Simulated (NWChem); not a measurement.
# MP2/def2-TZVPPD run of BF (SMILES [B]F), part 2 of 2

NWChem 7.3.0. Earlier steps stand in the parts before.

## 3. The distorted shape: the energy at MP2/def2-TZVPPD

The input, a.nw:

```
start a
title "13768-60-0"
memory stack 880 mb heap 220 mb global 1100 mb

geometry units au noautosym nocenter noautoz
B   0.00000000  0.00000000 -0.37579094
F   0.00000000  0.00000000  2.36922523
end

basis spherical bse
* library def2-TZVPPD
end

scf
singlet
rhf
thresh 1e-08
maxiter 80
end

mp2
freeze core 2
tight
end

task mp2 energy
```

Command:

```sh
nwchem a.nw > a.out
```

The program printed:

```text
Northwest Computational Chemistry Package (NWChem) 7.3.0
             --------------------------------------------------------

           Job information
           ---------------

    nwchem branch   = 7.3.0
    use scalapack   = T
    input           = a.nw
    prefix          = a.
    data base       = ./a.db
    status          = startup
    nproc           =        1

           Memory information
           ------------------

    heap     =     28835840 doubles =      220.0 Mbytes
    stack    =    115343357 doubles =      880.0 Mbytes
    global   =    144179200 doubles =     1100.0 Mbytes (distinct from heap & stack)
    total    =    288358397 doubles =     2200.0 Mbytes
    verify   = yes
    hardfail = no

           Directory information
           ---------------------

  0 permanent = .
  0 scratch   = .

                                NWChem Input Module
                                -------------------

                                    13768-60-0
                                    ----------

                             Geometry "geometry" -> ""
                             -------------------------

 Output coordinates in a.u. (scale by  1.000000000 to convert to a.u.)

  No.       Tag          Charge          X              Y              Z
 ---- ---------------- ---------- -------------- -------------- --------------
    1 B                    5.0000     0.00000000     0.00000000    -0.37579094
    2 F                    9.0000     0.00000000     0.00000000     2.36922523

      Atomic Mass
      -----------

      B                 11.009310
      F                 18.998400

 Effective nuclear repulsion energy (a.u.)      16.3933460545

            Nuclear Dipole moment (a.u.)
            ----------------------------
        X                 Y               Z
 ---------------- ---------------- ----------------
     0.0000000000     0.0000000000    19.4440723700

            XYZ format geometry
            -------------------
     2
 geometry
 B                     0.00000000     0.00000000    -0.19886002
 F                     0.00000000     0.00000000     1.25374009

 ==============================================================================
                                internuclear distances
 ------------------------------------------------------------------------------
       center one      |      center two      | atomic units |       a.u.
 ------------------------------------------------------------------------------
    2 F                |   1 B                |     2.74502  |     2.74502
 ------------------------------------------------------------------------------
                         number of included internuclear distances:          1
 ==============================================================================

 Summary of "ao basis" -> "" (spherical)
 ------------------------------------------------------------------------------
       Tag                 Description            Shells   Functions and Types
 ---------------- ------------------------------  ------  ---------------------
 *                        def2-TZVPPD                 on all atoms

                      Basis "ao basis" -> "ao basis" (spherical)
                      -----
  [basis functions not shown]

 Summary of "ao basis" -> "ao basis" (spherical)
 ------------------------------------------------------------------------------
       Tag                 Description            Shells   Functions and Types
 ---------------- ------------------------------  ------  ---------------------
 B                        def2-TZVPPD               13       37   6s3p3d1f
 F                        def2-TZVPPD               14       40   6s4p3d1f

                                 NWChem SCF Module
                                 -----------------

                                    13768-60-0

  ao basis        = "ao basis"
  functions       =    77
  atoms           =     2
  closed shells   =     7
  open shells     =     0
  charge          =   0.00
  wavefunction    = RHF
  input vectors   = atomic
  output vectors  = ./a.movecs
  use symmetry    = F
  symmetry adapt  = F

 Summary of "ao basis" -> "ao basis" (spherical)
 ------------------------------------------------------------------------------
       Tag                 Description            Shells   Functions and Types
 ---------------- ------------------------------  ------  ---------------------
 B                        def2-TZVPPD               13       37   6s3p3d1f
 F                        def2-TZVPPD               14       40   6s4p3d1f

 Forming initial guess at       0.1s

      Superposition of Atomic Density Guess
      -------------------------------------

 Sum of atomic energies:        -123.95297338

      Non-variational initial energy
      ------------------------------

 Total energy =    -123.924836
 1-e energy   =    -204.009809
 2-e energy   =      63.691628
 HOMO         =      -0.335436
 LUMO         =       0.027087

 Starting SCF solution at       0.3s

 ----------------------------------------------
         Quadratically convergent ROHF

 Convergence threshold     :          1.000E-08
 Maximum no. of iterations :           80
 Final Fock-matrix accuracy:          1.000E-10
 ----------------------------------------------

[... 8 lines left out ...]
       Final RHF  results
[... 2 lines left out ...]
         Total SCF energy =   -124.134581946614
      One-electron energy =   -204.541208276038
      Two-electron energy =     64.013280274927
 Nuclear repulsion energy =     16.393346054497
[... 3 lines left out ...]
             Final eigenvalues
[... 21 lines left out ...]
                       ROHF Final Molecular Orbital Analysis
[... 123 lines left out ...]
 Vector   18  Occ=0.000000D+00  E= 2.190414D-01
              MO Center= -3.2D-15, -3.8D-15, -1.4D+00, r^2= 6.8D+00
   Bfn.  Coefficient  Atom+Function         Bfn.  Coefficient  Atom+Function
  ----- ------------  ---------------      ----- ------------  ---------------
    29      1.528176  1 B  d  1              53      1.294095  2 F  px
    13     -0.770248  1 B  px                27      0.640880  1 B  d -1
    54     -0.542712  2 F  py                14      0.323024  1 B  py
    10     -0.264294  1 B  px                 7     -0.159374  1 B  px

 Vector   19  Occ=0.000000D+00  E= 2.543946D-01
              MO Center= -1.9D-14, -4.4D-14,  1.4D-01, r^2= 1.1D+01
   Bfn.  Coefficient  Atom+Function         Bfn.  Coefficient  Atom+Function
  ----- ------------  ---------------      ----- ------------  ---------------
     4      3.940135  1 B  s                 15     -3.538235  1 B  pz
     5     -3.052135  1 B  s                 43      2.585177  2 F  s
    28     -2.318124  1 B  d  0              55      2.168251  2 F  pz
[... 4 lines of this table left out ...]
              MO Center= -5.4D-15, -2.9D-14, -8.0D-01, r^2= 8.8D+00
   Bfn.  Coefficient  Atom+Function         Bfn.  Coefficient  Atom+Function
  ----- ------------  ---------------      ----- ------------  ---------------
     5      5.704720  1 B  s                  4     -3.740684  1 B  s
     6     -3.270191  1 B  s                 15     -1.172945  1 B  pz
    43      1.118836  2 F  s                 55      0.775244  2 F  pz
[... 4 lines of this table left out ...]
              MO Center=  5.7D-15,  1.9D-14,  4.6D-01, r^2= 7.1D+00
   Bfn.  Coefficient  Atom+Function         Bfn.  Coefficient  Atom+Function
  ----- ------------  ---------------      ----- ------------  ---------------
    14      3.272183  1 B  py                54     -2.725983  2 F  py
    27      1.470740  1 B  d -1              11     -0.954466  1 B  py
     8     -0.245916  1 B  py                13      0.206314  1 B  px
    53     -0.171876  2 F  px

 Vector   22  Occ=0.000000D+00  E= 3.188584D-01
              MO Center=  1.8D-15, -6.7D-16,  4.6D-01, r^2= 7.1D+00
   Bfn.  Coefficient  Atom+Function         Bfn.  Coefficient  Atom+Function
  ----- ------------  ---------------      ----- ------------  ---------------
    13      3.272183  1 B  px                53     -2.725983  2 F  px
    29     -1.470740  1 B  d  1              10     -0.954466  1 B  px
     7     -0.245916  1 B  px                14     -0.206314  1 B  py
    54      0.171876  2 F  py

 Vector   23  Occ=0.000000D+00  E= 3.867786D-01
              MO Center= -1.1D-15,  1.9D-14,  8.8D-01, r^2= 6.1D+00
   Bfn.  Coefficient  Atom+Function         Bfn.  Coefficient  Atom+Function
  ----- ------------  ---------------      ----- ------------  ---------------
    43     10.292396  2 F  s                  5     -8.147036  1 B  s
    15     -4.569484  1 B  pz                28     -1.128547  1 B  d  0
    55     -0.990816  2 F  pz                52     -0.974404  2 F  pz
[... 4 lines of this table left out ...]
              MO Center= -1.3D-16, -1.2D-15,  1.2D+00, r^2= 5.4D+00
   Bfn.  Coefficient  Atom+Function         Bfn.  Coefficient  Atom+Function
  ----- ------------  ---------------      ----- ------------  ---------------
    43     10.313397  2 F  s                  5     -6.215713  1 B  s
     4     -4.515910  1 B  s                 12     -3.294499  1 B  pz
    15     -2.527539  1 B  pz                52     -2.508732  2 F  pz
[... 4 lines of this table left out ...]
              MO Center=  4.3D-17, -5.0D-16,  5.0D-01, r^2= 4.0D+00
   Bfn.  Coefficient  Atom+Function         Bfn.  Coefficient  Atom+Function
  ----- ------------  ---------------      ----- ------------  ---------------
    70      0.705125  2 F  d  2              25      0.654350  1 B  d  2
    30     -0.578965  1 B  d  2              66      0.181542  2 F  d -2
    21      0.168469  1 B  d -2

 center of mass
 --------------
 x =   0.00000000 y =   0.00000000 z =   1.36212626

 moments of inertia (a.u.)
 ------------------
          52.521133225571           0.000000000000           0.000000000000
           0.000000000000          52.521133225571           0.000000000000
           0.000000000000           0.000000000000           0.000000000000

  Mulliken analysis of the total density
  --------------------------------------

    Atom       Charge   Shell Charges
 -----------   ------   -------------------------------------------------------
    1 B    5     4.62   0.92  1.05  0.70  0.84  0.32 -0.00  0.39  0.28  0.03  0.04  0.04 -0.00  0.02
    2 F    9     9.38   0.77  1.20  0.60  1.00  0.36 -0.02  2.22  2.26  0.95  0.02  0.00  0.01  0.01  0.00

       Multipole analysis of the density wrt the origin
       ------------------------------------------------

     L   x y z        total         open         nuclear
     -   - - -        -----         ----         -------
     0   0 0 0     -0.000000      0.000000     14.000000

     1   1 0 0     -0.000000      0.000000      0.000000
[... 8 lines of this table left out ...]
     2   0 0 2    -10.951651      0.000000     51.225148

                   NWChem MP2 Semi-direct Energy/Gradient Module
                   ---------------------------------------------

                                    13768-60-0

  Basis functions       =     77
  Molecular orbitals    =     77
  Frozen core           =      2
  Frozen virtuals       =      0
  Active alpha occupied =      5
  Active beta occupied  =      5
  Active alpha virtual  =     70
  Active beta virtual   =     70
  Use MO symmetry       = F
  Use skeleton AO sym   = F

  AO/Fock/Back tols     =   1.0D-11  1.0D-11  1.0D-11

 GA uses MA = F    GA memory limited = T

 Available:
  local mem=  1.26D+08
 global mem=  1.44D+08
 local disk=  0.00D+00
   1 passes of   5:        4194304                      29588                   3581407.
   1 passes of   5: M    126153625           G      144167342           F     121959321.

 Semi-direct pass number   1 of   1  for RHF alpha+beta  at       11.1s
 Done moints_semi at       12.5s
 Done maket at       12.7s
 Done multipass loop at       12.7s

          -------------------------------------------
          SCF energy                -124.134581946614
          Correlation energy          -0.328651124442
          Singlet pairs               -0.207595438233
          Triplet pairs               -0.121055686210
          Total MP2 energy          -124.463233071057
          -------------------------------------------

          ---------------------------------------------------
                    Spin Component Scaled (SCS) MP2
          Same spin pairs                     -0.080703790806
          Same spin scaling factor             0.333333333333
          Opposite spin pairs                 -0.247947333636
          Opposite spin scaling fact.          1.200000000000
          SCS-MP2 correlation energy          -0.324438063965
          Total SCS-MP2 energy              -124.459020010579
          ---------------------------------------------------

 -----------------------
 Task  times  cpu:       12.6s     wall:       12.6s
 Total times  cpu:       12.7s     wall:       12.7s
```

Run time: 14 s. Hardware: 1 thread of Intel Xeon Platinum 8259CL at 2.50GHz (Skylake/Cascade Lake), shared host; peak memory 0.14 GiB.

## 4. Results

What follows sums up all 2 parts.

At MP2/def2-TZVPPD, 2 core orbitals frozen:

| quantity | value |
| --- | --- |
| first shape: total energy | -124.48382 Eh |
| first shape: dipole moment (of the density that the program reports) | 1.00 D |
| first shape: correlation energy (2 core orbitals frozen) | -321.4 mEh |
| first shape: largest force on an atom | 0.399 eV/Å |
| distorted shape: total energy | -124.46323 Eh |
| distorted shape: HOMO energy (Hartree–Fock orbitals) | -11.71 eV |
| distorted shape: LUMO energy (Hartree–Fock orbitals) | 1.56 eV |
| distorted shape: HOMO–LUMO gap (Hartree–Fock orbitals) | 13.26 eV |
| distorted shape: correlation energy (2 core orbitals frozen) | -328.7 mEh |
| energy change with the B1–F2 bond stretched from 1.263 to 1.453 Å | 0.560 eV |

**Reading.** With the B1–F2 bond stretched from 1.263 to 1.453 Å the energy rises by 0.56 eV (12.9 kcal/mol). The first shape isn't relaxed at this level, so the change isn't measured from a minimum. The largest force (first shape) is 0.40 eV/Å: the shape isn't a stationary point for this species at this level.
